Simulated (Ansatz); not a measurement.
# HB–AlH, triplet along the angle Al2-B1-H3

Starting geometry (PBE0/def2-TZVP stationary point for this spin, not checked as a minimum):

```
atom   x (Å)   y (Å)    z (Å)
   B  0.0000  0.0000   1.0513
  Al  0.0000  0.0000  -0.8575
   H  0.0000  0.0000   2.2344
   H  0.0000  0.0000  -2.4283
```

From there the angle named below is changed in its plane at fixed bond lengths, both arms turning rigidly about the middle atom; atoms are numbered as listed. Energies are in eV, counted from the starting geometry at the same level. Kohn–Sham curves are unrestricted where that lies lower.

Basis cc-pVDZ; Ansatz 0.2.0. Correlated methods freeze the noble-gas cores. R marks a restricted (for open shells ROHF) determinant, U an unrestricted one.

In so small a basis the reference is far from its limit while semilocal and hybrid functionals are nearer theirs (RPA and double hybrids share much of the reference's basis error), so the functionals' errors here hold much of the reference's basis and frozen-core error, which can add to them or hide them.

Full CI isn't at hand for all of this; UCCSDT(Q) serves as the reference, and is uncertain by about the last step of the cluster series.

| angle Al2-B1-H3 (°) | UCCSDT(Q) | SPW92 | PBE | r2SCAN | PBE0 | B3LYP | CAM-B3LYP | wB97M-V | B2PLYP | RPA-PBE |
| --- | --- | --- | --- | --- | --- | --- | --- | --- | --- | --- |
| 68.8 | 1.375 | 1.343 | 1.350 | 1.263 | 1.376 | 1.422 | 1.447 | 1.475 | 1.415 | 1.448 |
| 88.6 | 0.968 | 0.907 | 0.898 | 0.844 | 0.921 | 0.952 | 0.977 | 1.014 | 0.965 | 1.017 |
| 101.7 | 0.726 | 0.675 | 0.661 | 0.621 | 0.679 | 0.699 | 0.721 | 0.760 | 0.715 | 0.759 |
| 124.6 | 0.375 | 0.351 | 0.338 | 0.313 | 0.349 | 0.356 | 0.372 | 0.401 | 0.369 | 0.385 |
| 142.1 | 0.181 | 0.172 | 0.164 | 0.150 | 0.170 | 0.172 | 0.182 | 0.199 | 0.179 | 0.183 |
| 161.5 | 0.045 | 0.043 | 0.041 | 0.037 | 0.042 | 0.043 | 0.046 | 0.050 | 0.045 | 0.044 |
| 180.0 | 0.000 | 0.000 | 0.000 | 0.000 | 0.000 | 0.000 | 0.000 | 0.000 | 0.000 | 0.000 |
